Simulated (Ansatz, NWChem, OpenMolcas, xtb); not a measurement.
**Group exchange: CH5N + SiH3(CH3) → CH7NSi + CH4**

Gas-phase species: CH5N (methylamine) `CN`, singlet; SiH3(CH3), singlet; CH7NSi `CN[SiH3]`, singlet; CH4 (methane) `C`, singlet. The partners trade H for SiH3: N–H and C–SiH3 bonds give way to N–SiH3 and C–H.

Shapes, held fixed at every level: PBE0-D4/def2-TZVP. Programs: Ansatz 0.2.0, NWChem 7.3.0, OpenMolcas 26.06, xtb 6.7.1. A level may come from different programs for different species; with the same settings they agree closely. The zero-point and thermal change to 298 K, harmonic and unscaled (PBE0-D4/def2-TZVP), is -1.5 kJ/mol.

| level | kind | ΔH(298 K) (kJ/mol) | less CCSD(T)/CBS estimate |
| --- | --- | --- | --- |
| GFN1-xTB | semi-empirical | -93.5 | -40.6 |
| HF/def2-SVP | Hartree–Fock | -55.4 | -2.5 |
| HF/def2-TZVPP | Hartree–Fock | -57.4 | -4.5 |
| SPW92/def2-TZVPP | LDA | -50.1 | +2.8 |
| PBE-D4/def2-TZVPP | GGA | -47.7 | +5.2 |
| PBE0/def2-SVP | global hybrid | -47.1 | +5.8 |
| B3LYP-D4/def2-TZVPP | global hybrid | -56.0 | -3.1 |
| CCSD/def2-TZVPP | coupled cluster or CI | -52.7 | +0.2 |
| CCSD(T)/CBS estimate | coupled cluster or CI | -52.9 | 0.0 |

The highest level, CCSD(T)/CBS estimate, gives ΔH(298 K) = -52.9 kJ/mol; the levels span -93.5 to -47.1. The column of differences is taken from that level and isn't an error. No measured value is set beside it here. The CBS estimate extrapolates MP2 from def2-TZVPP and def2-QZVPP and adds CCSD(T) − MP2 in the triple-zeta set, cores frozen.
